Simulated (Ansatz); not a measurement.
# Ge2, triplet: the ladder up to full CI

Geometry: a point of a stretch scan, not a stationary point.

| atom | x (Å) | y (Å) | z (Å) |
| --- | --- | --- | --- |
| Ge | 0.0000 | 0.0000 | 0.0000 |
| Ge | 0.0000 | 0.0000 | 2.5670 |

Basis cc-pVDZ; Ansatz 0.2.0. Correlated methods freeze the noble-gas cores and the filled d shells of p-block atoms, which leaves 8 electrons in 26 orbitals. Prefix R: restricted or restricted open-shell reference; prefix U: unrestricted. Active spaces: pair = (4e, 4o) about the gap; valence = (8e, 8o) chosen from the atoms' valence shells. No spin–orbit coupling is included, and no scalar relativity.

Full CI is exact within this basis and frozen core; it isn't the basis-set limit. The frozen core follows each run's orbitals, which can shift R against U totals by a few meV for light atoms and by up to 0.1 eV past Ca.

For open shells CISD is restricted-active-space CI with the open shells as a complete middle space.

- UHF ⟨S²⟩: 2.013
- ⟨S²⟩ of the determinant under UCCSD: 2.011
- T1 diagnostic (RCCSD): 0.0197
- largest doubles amplitude (RCCSD): 0.122

```json
{"level": "RHF", "E − E(full CI) (kJ/mol)": "431.5", "share of correlation (%)": "0.00", "wall time": "–"}
{"level": "RMP2", "E − E(full CI) (kJ/mol)": "98.0", "share of correlation (%)": "77.29", "wall time": "–"}
{"level": "CISD", "E − E(full CI) (kJ/mol)": "54.6", "share of correlation (%)": "87.36", "wall time": "8.5 s"}
{"level": "RCCSD", "E − E(full CI) (kJ/mol)": "26.7", "share of correlation (%)": "93.81", "wall time": "–"}
{"level": "RCCSD(T)", "E − E(full CI) (kJ/mol)": "6.4", "share of correlation (%)": "98.52", "wall time": "27 s"}
{"level": "BCCD(T)", "E − E(full CI) (kJ/mol)": "6.5", "share of correlation (%)": "98.50", "wall time": "24 s"}
{"level": "RCCSDT", "E − E(full CI) (kJ/mol)": "2.5", "share of correlation (%)": "99.43", "wall time": "–"}
{"level": "RCCSDT(Q)", "E − E(full CI) (kJ/mol)": "0.6", "share of correlation (%)": "99.87", "wall time": "34 s"}
{"level": "RCCSDTQ", "E − E(full CI) (kJ/mol)": "0.2", "share of correlation (%)": "99.95", "wall time": "15 s (H100)"}
{"level": "CASSCF (valence space)", "E − E(full CI) (kJ/mol)": "272.6", "share of correlation (%)": "36.83", "wall time": "–"}
{"level": "NEVPT2 (valence space)", "E − E(full CI) (kJ/mol)": "60.3", "share of correlation (%)": "86.03", "wall time": "10 s"}
{"level": "MRCISD (valence space)", "E − E(full CI) (kJ/mol)": "17.2", "share of correlation (%)": "96.00", "wall time": "–"}
{"level": "MRCISD+Q (valence space)", "E − E(full CI) (kJ/mol)": "-2.0", "share of correlation (%)": "100.46", "wall time": "12 s"}
```

The correlation energy at full CI, counted from RHF, is -4.472 eV. That run took 15 s on 2 threads of AMD EPYC 7R13 with a shared H100 80 GB, shared host over 27,934,456 determinants.

Run but not shown, since their state, orbitals or frozen core can't be matched to the reference's or they repeat it: UHF, UMP2, UCCSD, UCCSD(T), UCCSDT, UCCSDT(Q), UCCSDTQ, CASSCF (pair space), NEVPT2 (pair space), MRCISD (pair space), MRCISD+Q (pair space).

Times hold each run's SCF and search for its determinant on a shared host, so for small cases they say little of a method's own cost; rows without a card ran on 1 thread of AMD EPYC 7R13. Some runs computed forces too.

Not variational, and here over 5 meV under the exact energy: MRCISD+Q (valence space).

The full-CI state has the irrep B1g of D2h, in the program's axes (one component, if the state is degenerate).

Natural occupations of full CI about the gap: 1.948 1.920 1.886 0.953 0.953 0.079 0.079 0.070 0.015 0.015; effectively unpaired electrons, Σ n²(2−n)², 2.14.
